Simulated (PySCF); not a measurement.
Gas-phase reaction: 3 N2O → 6 N + O3

Energies from PySCF (xtb for GFN2), thermal terms from the rigid-rotor harmonic-oscillator model, ideal gas at 1 bar. 'Table' is the NASA 1993 thermochemical table (part measured, part estimated). After a fit of one offset per element over all species, the range-separated, M06-2X, PBE0/def2-QZVP and CCSD(T)/def2-TZVPP enthalpies, where run, lie to one side of the table for O3 (+19 kJ/mol): a fault of the table's entry, another state or a shared error of the levels is possible; this was not checked at source. † marks an energy on the PBE0/def2-TZVP geometry and frequencies; other levels use their own. MP2 freezes the core. Open shells (unrestricted): N (multiplicity 4); the rest are closed-shell singlets. GFN2 has no spin-polarisation term. MP2 isn't extrapolated to the basis-set limit. Strong static correlation: O3.

Levels: a) PBE/def2-SVP; b) PBE0/def2-SVP†; c) MP2/def2-SVP†; d) GFN2-xTB; e) HF/def2-TZVP†.

Task: Order the levels by the distance of their ΔH°(298 K) from the table for this reaction, closest first.

Result: c (-59 kJ), b (+122 kJ), a (+402 kJ), e (-1469 kJ), d (+2389 kJ)

The table gives 2733 kJ. The order holds for this reaction alone, and for the 1993 entries, some of which have been revised since.
